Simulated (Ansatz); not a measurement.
# Relaxing copper (fcc)

Level of theory: DFT, revPBE, plane waves (420 eV) with PAW, scalar-relativistic in Ansatz. The PAW files were generated under PBE, with cores re-solved for the functional.

k-point mesh 15×15×15, Fermi-Dirac smearing 0.1 eV, no spin polarisation. Cell and atoms relax.

Starting structure:

```
Cu
1.0
     0.00000    1.80748    1.80748
     1.80748    0.00000    1.80748
     1.80748    1.80748    0.00000
Cu
1
Direct
  0.00000 0.00000 0.00000
```

**Question.** What cell does the relaxation end in?

**Answer.** Fm-3m with a = 3.660 Å; 12.26 Å³ per atom against 11.81 at the start (3.8 %).

**Question.** How much energy does the relaxation gain?

**Answer.** 7.1 meV per atom.

Path of the relaxation (the plane waves are chosen anew near the end, which can shift the energy a little):

| step | E − E(final) (meV/atom) | V (Å³/atom) | P (GPa) | max force (eV/Å) |
| --- | --- | --- | --- | --- |
| 0 | 7.13 | 11.810 | 5.28 | 0.000 |
| 1 | 2.05 | 12.025 | 2.63 | 0.000 |
| 2 | 0.34 | 12.247 | 0.18 | 0.000 |
| 3 | 0.35 | 12.265 | 0.00 | 0.000 |
| 4 | 0.00 | 12.265 | -0.06 | 0.000 |
| 5 | -0.01 | 12.259 | 0.00 | 0.000 |
| 6 | 0.00 | 12.259 | 0.00 | 0.000 |
